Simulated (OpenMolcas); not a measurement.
**Worked example: basis-set limit for HNC (hydrogen isocyanide)**

The species is HNC (3 atoms), meant as a singlet with charge 0. As SMILES, `[C-]#[NH+]`. Geometry: relaxed at PBE0-D4/def2-TZVP.

```xyz
3

C    -0.6235    0.8835   -0.2415
N     0.0314   -0.0441    0.0122
H     0.5921   -0.8395    0.2293
```

MP2 energies, 2 core orbitals frozen (OpenMolcas 26.06):

```tsv
basis	X	functions	Hartree–Fock (Eh)	correlation (Eh)
cc-pVDZ	2	33	-92.866242	-0.270797
cc-pVTZ	3	74	-92.892699	-0.331955
cc-pVQZ	4	140	-92.899268	-0.354206
```

The correlation energy converges as X⁻³, the Hartree–Fock energy about exponentially.

Question: Estimate the basis-set limit from the two largest sets.

Answer: 
1. Correlation: E(∞) = (4³ E(4) − 3³ E(3))/(4³ − 3³) = (64 × (-0.354206) − 27 × (-0.331955))/37 = -0.370443 Eh.
2. Hartree–Fock: successive steps shrink by 0.248; summing the geometric tail gives -92.899268 + (-0.006569) × 0.248/(1 − 0.248) = -92.901438 Eh.
3. Total: -92.901438 + (-0.370443) = -93.271881 Eh.
4. cc-pVQZ holds 95.6 % of the extrapolated correlation energy, cc-pVTZ 89.6 %.

This is an estimate of the method's limit, not an exact energy.
